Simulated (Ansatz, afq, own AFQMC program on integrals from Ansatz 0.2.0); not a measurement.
Two steps: Ansatz 0.2.0 writes the Fock matrix and Cholesky factors of the valence space, and afq projects on them the lowest state that overlaps trial and start.

```yaml
crystal:
  periodic: [false, false, false]
  atoms:
    - {symbol: Si, position_ang: [0.000000, 0.000000, 0.000000]}
    - {symbol: H, position_ang: [0.000000, 0.000000, 1.531705]}
basis:
  gaussian: {orbitals: cc-pVTZ}
total_charge: 1
magnetization: {spin_polarized: true, initial_magnetization: 0}
correlation: {method: ccsd_t, electrons: outside_noble_gas, hamiltonian_folder: ham}
```

```sh
$ ansatz run in.yaml --threads 1 --pin off --events-out ev --progress --plain --max-ram 16896MiB --backend cuda --devices 0, --max-vram 18GiB
```

Options of the walk:

```
--method phaseless --trial cisd --walkers 4000 --populations 20 --least-time 60 --time-step 0.005 --steps-per-block 50 --equilibration-blocks 28 --max-blocks 4000 --target-error 0.00012 --factor-cut 1e-05 --start spin_pure --seed 1265 --release-times 0.24,0.51,0.99,1.62,2.4 --release-step 0.03 --release-every 3 --taylor-order 6
```

Times are imaginary, in 1/Eh. The walk had a cap of 122 s. With eight or more populations the least sampling time is a fifth of least-time, and the error comes from their spread.

Log:

```
orbitals 43  electrons 2 2  factors 270 of 280
reference energy -289.16356360 Eh
CCSD correlation -0.09232834 Eh in 10 cycles, weight of the determinant in the CISD state 0.9224
energy of the start -289.255893 Eh
 block  time / (1/Eh)  mean weight  energy / Eh
     1     0.250  0.9998  -289.255655
     2     0.500  0.9999  -289.255845
     3     0.750  0.9999  -289.256167
     4     1.000  0.9999  -289.256456
     5     1.250  0.9999  -289.256738
    10     2.500  1.0000  -289.257585
    15     3.750  0.9999  -289.257578
    20     5.000  0.9998  -289.257539
    25     6.250  0.9999  -289.258009
    30     7.500  1.0000  -289.258090
    35     8.750  1.0002  -289.257724
    40    10.000  1.0001  -289.258012
    42    10.500  0.9999  -289.258486
    45    11.250  1.0001  -289.257918
    50    12.500  1.0001  -289.257791
    55    13.750  0.9999  -289.257991
    60    15.000  0.9999  -289.258097
    65    16.250  1.0001  -289.257889
    70    17.500  1.0000  -289.257820
    75    18.750  1.0001  -289.257936
    78    19.500  1.0001  -289.257889
error from the spread of 20 populations
released: time / (1/Eh)  energy / Eh  error  mean overlap
  0.24  -289.257927  0.000031  0.9969
  0.51  -289.257960  0.000033  0.9953
  0.99  -289.257963  0.000036  0.9927
  1.62  -289.257984  0.000031  0.9924
  2.40  -289.257985  0.000028  0.9879
energy -289.257893 +/- 0.000038 Eh
(rows thinned)
```

The run passed its tests (sampling time, drift between the halves within three errors, error under three times the target), which doesn't prove that it has relaxed.

Against this walk (error 1.0 meV) on the same determinant: CCSD(T) 10.2 meV higher, CCSDT(Q) 2.1 meV lower, full CI 2.5 meV lower. The error is statistical and leaves out the bias of the constraint. Released to 2.40 1/Eh the energy moves by -2.5 ± 1.3 meV (both errors), within twice the noise.

Cautions: constraint bias not in the error; the determinant is a saddle point among determinants of its kind.

The walk took 21 s on 1 × NVIDIA H100 80GB HBM3 with 2 threads of AMD EPYC 7R13 Processor (Zen 3) (shared host) (the card was shared). The log's last line is the phaseless energy.

CCSDT and higher add their correlation energy to the determinant of the CCSD(T) run, since their own runs factorise the integrals more tightly (a shift of under 2 meV). A walk keeps the symmetry of its determinant, which the program's search chose and which needn't be the lowest solution, so a lower state of the same spin and another symmetry isn't excluded.
